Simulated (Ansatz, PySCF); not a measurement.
Molecule: N₂O (charge 0, singlet). 
Geometry from a B3LYP-D3(BJ)/def2-TZVP (Ansatz, an electronic-structure program) optimisation:
SMILES: N#[N+][O-]
```xyz
3

N      0.0000     0.0000    -1.1943
N      0.0000     0.0000    -0.0734
O      0.0000     0.0000     1.1093
```

Property: atomisation energy (electronic, to ground-state atoms), in eV. Correlated levels leave the core frozen unless marked. UHF or UKS for open shells. Spin-orbit coupling is left out. Non-relativistic. FCI takes restricted orbitals. The coupled-cluster limit lacks core correlation, which all-electron functionals hold. CBS marks a two-point X^-3 extrapolation of the correlation energy; Hartree-Fock from the larger set.

```json
[
 {"level": "HF/aug-cc-pVQZ", "program": "Ansatz", "atomisation energy (eV)": "3.81"},
 {"level": "revPBE-D4/def2-TZVPD", "program": "Ansatz + dftd4", "atomisation energy (eV)": "12.80"},
 {"level": "revPBE/def2-TZVPD", "program": "Ansatz", "atomisation energy (eV)": "12.69"},
 {"level": "BP86/def2-TZVPD", "program": "PySCF", "atomisation energy (eV)": "13.37"}
]
```

**Question.** Estimate the value at CCSD(T)/CBS(aug-cc-pVTZ,aug-cc-pVQZ) as computed with Ansatz.

**Answer.** 11.66 eV, so BP86/def2-TZVPD differs from it by 1.71 eV.
